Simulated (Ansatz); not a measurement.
Geometry optimisation, RHF/def2-SVP (Ansatz).

Input file:

```yaml
crystal:
  periodic: [false, false, false]
  atoms:
    - { symbol: C, position_ang: [-0.3042, -1.573, 0.8634] }
    - { symbol: O, position_ang: [0.6806, -0.5907, 0.6006] }
    - { symbol: C, position_ang: [0.6409, -0.1351, -0.7698] }
    - { symbol: "N", position_ang: [-0.3703, 0.7339, -1.1569] }
    - { symbol: C, position_ang: [-0.3979, 1.7851, -0.6967] }
    - { symbol: "N", position_ang: [-0.3611, 2.8711, -0.1937] }
    - { symbol: H, position_ang: [-0.2562, -1.8417, 1.9001] }
    - { symbol: H, position_ang: [-0.1964, -2.3926, 0.2076] }
    - { symbol: H, position_ang: [-1.3316, -1.0579, 0.7346] }
    - { symbol: H, position_ang: [1.6313, 0.3805, -0.9025] }
    - { symbol: H, position_ang: [0.6851, -1.0107, -1.3978] }
    - { symbol: H, position_ang: [-0.3431, 2.776, 0.845] }
basis:
  gaussian: { orbitals: def2-SVP }
hamiltonian:
  xc: hf
relax:
  f_tol: 0.015
  max_steps: 40
```

Command:

```bash
$ ansatz run input.yaml --threads 2 --pin off --max-ram 3072MiB --backend cpu --events-out ev --progress --plain --runs-dir out
```

Task: Where does it end, and by what steps?

Result: The run converged. After 13 steps the energy has fallen by 0.960 eV; H12 moved furthest, 0.68 Å.

```csv
step,energy less start (eV),largest force component (eV/Å),accepted
0,0.0000,5.292,yes
1,-0.7212,1.558,yes
2,-0.7813,2.004,yes
3,-0.8959,0.942,yes
4,-0.8033,1.383,no
5,-0.9335,0.452,yes
6,-0.9563,0.164,yes
7,-0.9587,0.048,yes
8,-0.9593,0.042,yes
9,-0.9598,0.037,yes
10,-0.9599,0.032,yes
11,-0.9600,0.021,yes
12,-0.9600,0.029,yes
13,-0.9601,0.007,yes
```

```xyz
12
Properties=species:S:1:pos:R:3
C -0.304 -1.596 0.847
O 0.758 -0.759 0.509
C 0.755 -0.255 -0.769
N -0.262 0.759 -0.974
C -0.296 1.866 -0.509
N -0.346 3.024 -0.168
H -0.136 -1.943 1.864
H -0.350 -2.464 0.182
H -1.261 -1.073 0.803
H 1.743 0.166 -0.947
H 0.573 -1.044 -1.500
H -0.798 3.261 0.695
```

The run took 25 s on 2 threads of Arm Neoverse V1, with other jobs on the host, peak memory 0.24 GiB.
